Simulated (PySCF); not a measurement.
Vibration and rotation of PO

UHF-CCSD(T) constants of PO, ²Π (doublet), unpaired electrons π ↑ (basis P def2-TZVPPD, O def2-TZVPPD; no relativity; PySCF 2.14; masses 30.9738 and 15.9949 u):

| Quantity | Value |
| --- | --- |
| ωe | 1219.5 cm⁻¹ |
| ωexe | 6.4 cm⁻¹ |
| Be | 0.72079 cm⁻¹ |
| αe | 0.00528 cm⁻¹ |
| De to P + O | 5.79 eV |

**Question.** What force constant and bond length do these constants imply?

**Answer.** Reduced mass μred = 10.548 u; k = 5.8918×10⁻⁷·μred·ωe² (u, cm⁻¹, mdyn/Å) = 9.24 mdyn/Å; Re = √(16.8576/(μred·Be)) (u, cm⁻¹, Å) = 1.489 Å.

**Question.** Estimate the centrifugal constant D from the Kratzer relation and find the Dunham coefficient a1.

**Answer.** D = 4Be³/ωe² = 1.01e-06 cm⁻¹; a1 = −1 − αeωe/(6Be²) = -3.07.

Correlated steps freeze 6 core orbitals. The state was picked by a PBE0 search and need not be the measured ground state.
